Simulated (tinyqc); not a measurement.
UHF in the sto-3g basis, for BH2, spin multiplicity 2, step by step. One step of it, computed by the program tinyqc.

Problem. Orthogonalisation. S = U s U^T; canonical form X = U s^(-1/2), so that X^T S X = 1. Each column of U has its largest component positive (the first on a tie).

overlap S, order 1B 1s, 1B 2s, 1B 2px, 1B 2py, 1B 2pz, 2H 1s, 3H 1s:
$$\begin{pmatrix}
1.000000 & 0.269328 & 0.000000 & 0.000000 & 0.000000 & 0.024525 & 0.024525 \\
0.269328 & 1.000000 & 0.000000 & 0.000000 & 0.000000 & 0.275187 & 0.275187 \\
0.000000 & 0.000000 & 1.000000 & 0.000000 & 0.000000 & 0.000000 & 0.000000 \\
0.000000 & 0.000000 & 0.000000 & 1.000000 & 0.000000 & 0.299984 & -0.299984 \\
0.000000 & 0.000000 & 0.000000 & 0.000000 & 1.000000 & 0.121813 & 0.121813 \\
0.024525 & 0.275187 & 0.000000 & 0.299984 & 0.121813 & 1.000000 & 0.016993 \\
0.024525 & 0.275187 & 0.000000 & -0.299984 & 0.121813 & 0.016993 & 1.000000
\end{pmatrix}$$

Give: eigenvalues of S; X.

Solution.

eigenvalues of S: [0.5262, 0.5672, 0.8922, 1.0000, 1.0816, 1.4158, 1.5170]

X, order 1B 1s, 1B 2s, 1B 2px, 1B 2py, 1B 2pz, 2H 1s, 3H 1s:
$$\begin{pmatrix}
-0.4794 & 0.0000 & 0.6839 & 0.0000 & -0.5382 & 0.0000 & 0.3128 \\
0.9495 & 0.0000 & -0.2206 & 0.0000 & -0.2054 & 0.0000 & 0.5365 \\
0.0000 & 0.0000 & 0.0000 & 1.0000 & 0.0000 & 0.0000 & 0.0000 \\
0.0000 & 0.9295 & 0.0000 & 0.0000 & 0.0000 & 0.6002 & 0.0000 \\
0.2997 & 0.0000 & 0.6591 & 0.0000 & 0.6958 & 0.0000 & 0.1653 \\
-0.5828 & -0.6705 & -0.2915 & 0.0000 & 0.2329 & 0.4160 & 0.3509 \\
-0.5828 & 0.6705 & -0.2915 & 0.0000 & 0.2329 & -0.4160 & 0.3509
\end{pmatrix}$$
